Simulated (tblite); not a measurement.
Ethylene sulfite, C2H4O3S.
Numbering: `[O:1]=[S:2]1[O:3][CH2:4][CH2:5][O:6]1` (hydrogens: H7, H8 on C4; H9, H10 on C5)

Computed with GFN2-xTB (tblite), gas phase: Langevin dynamics at 300 K from the optimised GFN2-xTB geometry, time step 0.5 fs, friction 0.01 fs⁻¹, 2000 steps. The instantaneous temperature is 2·E(kin)/(3Nk) with all 3N coordinates.

| t (fs) | T (K) | E(pot) above start (eV) | O1=S2 (Å) | S2–O3 (Å) | O3–C4 (Å) | C4–C5 (Å) | C5–O6 (Å) | C4–H7 (Å) |
| --- | --- | --- | --- | --- | --- | --- | --- | --- |
| 0 | 254 | 0.000 | 1.426 | 1.680 | 1.397 | 1.536 | 1.400 | 1.098 |
| 25 | 123 | 0.152 | 1.418 | 1.704 | 1.373 | 1.559 | 1.394 | 1.158 |
| 50 | 229 | 0.210 | 1.417 | 1.659 | 1.394 | 1.527 | 1.399 | 1.190 |
| 75 | 262 | 0.223 | 1.423 | 1.710 | 1.416 | 1.541 | 1.439 | 1.148 |
| 100 | 222 | 0.245 | 1.408 | 1.644 | 1.372 | 1.549 | 1.407 | 1.098 |
| 125 | 194 | 0.283 | 1.422 | 1.735 | 1.336 | 1.614 | 1.381 | 1.054 |
| 150 | 248 | 0.194 | 1.431 | 1.623 | 1.377 | 1.601 | 1.350 | 1.062 |
| 175 | 322 | 0.248 | 1.429 | 1.727 | 1.467 | 1.526 | 1.405 | 1.100 |
| 200 | 292 | 0.376 | 1.434 | 1.712 | 1.456 | 1.498 | 1.465 | 1.151 |
| 225 | 248 | 0.408 | 1.423 | 1.684 | 1.413 | 1.548 | 1.432 | 1.161 |
| 250 | 282 | 0.371 | 1.437 | 1.675 | 1.357 | 1.606 | 1.359 | 1.113 |
| 275 | 331 | 0.370 | 1.431 | 1.688 | 1.375 | 1.579 | 1.341 | 1.084 |
| 300 | 321 | 0.403 | 1.448 | 1.630 | 1.451 | 1.538 | 1.374 | 1.096 |
| 325 | 291 | 0.369 | 1.426 | 1.732 | 1.442 | 1.571 | 1.479 | 1.100 |
| 350 | 305 | 0.258 | 1.437 | 1.613 | 1.373 | 1.546 | 1.456 | 1.082 |
| 375 | 250 | 0.280 | 1.442 | 1.779 | 1.361 | 1.536 | 1.388 | 1.096 |
| 400 | 136 | 0.376 | 1.456 | 1.604 | 1.434 | 1.560 | 1.360 | 1.142 |
| 425 | 179 | 0.366 | 1.450 | 1.725 | 1.425 | 1.525 | 1.424 | 1.146 |
| 450 | 211 | 0.336 | 1.463 | 1.623 | 1.363 | 1.541 | 1.439 | 1.105 |
| 475 | 218 | 0.447 | 1.464 | 1.705 | 1.378 | 1.561 | 1.439 | 1.071 |
| 500 | 343 | 0.234 | 1.462 | 1.687 | 1.391 | 1.532 | 1.394 | 1.087 |
| 525 | 343 | 0.240 | 1.448 | 1.662 | 1.391 | 1.522 | 1.358 | 1.132 |
| 550 | 356 | 0.253 | 1.430 | 1.684 | 1.386 | 1.523 | 1.447 | 1.153 |
| 575 | 172 | 0.427 | 1.407 | 1.695 | 1.381 | 1.519 | 1.449 | 1.145 |
| 600 | 476 | 0.105 | 1.413 | 1.715 | 1.392 | 1.533 | 1.416 | 1.088 |
| 625 | 406 | 0.337 | 1.444 | 1.655 | 1.461 | 1.542 | 1.359 | 1.040 |
| 650 | 266 | 0.357 | 1.457 | 1.634 | 1.447 | 1.581 | 1.359 | 1.058 |
| 675 | 258 | 0.221 | 1.462 | 1.741 | 1.372 | 1.524 | 1.425 | 1.102 |
| 700 | 287 | 0.217 | 1.458 | 1.666 | 1.382 | 1.549 | 1.410 | 1.135 |
| 725 | 284 | 0.281 | 1.431 | 1.708 | 1.387 | 1.523 | 1.437 | 1.130 |
| 750 | 435 | 0.245 | 1.403 | 1.651 | 1.418 | 1.529 | 1.413 | 1.100 |
| 775 | 350 | 0.377 | 1.395 | 1.692 | 1.446 | 1.509 | 1.373 | 1.068 |
| 800 | 322 | 0.269 | 1.380 | 1.680 | 1.399 | 1.546 | 1.375 | 1.076 |
| 825 | 243 | 0.415 | 1.387 | 1.668 | 1.335 | 1.635 | 1.377 | 1.128 |
| 850 | 340 | 0.210 | 1.388 | 1.752 | 1.372 | 1.536 | 1.374 | 1.117 |
| 875 | 372 | 0.251 | 1.409 | 1.626 | 1.404 | 1.522 | 1.427 | 1.069 |
| 900 | 244 | 0.295 | 1.408 | 1.724 | 1.435 | 1.576 | 1.420 | 1.075 |
| 925 | 313 | 0.178 | 1.415 | 1.692 | 1.389 | 1.543 | 1.394 | 1.101 |
| 950 | 257 | 0.203 | 1.406 | 1.706 | 1.360 | 1.561 | 1.417 | 1.099 |
| 975 | 268 | 0.207 | 1.418 | 1.658 | 1.382 | 1.503 | 1.431 | 1.110 |
| 1000 | 208 | 0.340 | 1.428 | 1.688 | 1.461 | 1.540 | 1.448 | 1.085 |

**Question.** From 500 fs on, how do temperature and potential energy compare with equipartition?

**Answer.** The mean temperature of these 21 frames is 312 K against the target 300 K, and the mean potential energy 0.27 eV against 24 × kT/2 = 0.31 eV for 24 classical harmonic modes. For 10 atoms in a canonical ensemble the temperature itself scatters by T·√(2/(3N)) = 77 K; here its standard deviation is 73 K. The whole run lasts only 10 friction times of 100 fs, so these averages carry a wide statistical error.

**Question.** What are the kinetic and total energies of the listed frame with the highest potential energy?

**Answer.** The one at 475 fs, 0.447 eV above the start. Its kinetic energy is 3NkT/2 = 0.281 eV at 218 K, so the sum is 0.73 eV; over the listed frames the sum runs from 0.31 to 0.86 eV, since the thermostat adds and removes energy.

**Question.** How much do the listed bonds fluctuate from 500 fs on?

**Answer.** 
| bond | at the start (Å) | mean (Å) | standard deviation (Å) |
| --- | --- | --- | --- |
| O1=S2 | 1.426 | 1.421 | 0.025 |
| S2–O3 | 1.680 | 1.685 | 0.032 |
| O3–C4 | 1.397 | 1.400 | 0.033 |
| C4–C5 | 1.536 | 1.540 | 0.029 |
| C5–O6 | 1.400 | 1.405 | 0.030 |
| C4–H7 | 1.098 | 1.100 | 0.030 |

The motion is classical and holds no zero-point motion.

What follows is the cost of the whole dynamics run. On one thread of an Arm Neoverse V2 (shared host), this took 6.0 s and 0.18 GiB of memory at its peak.
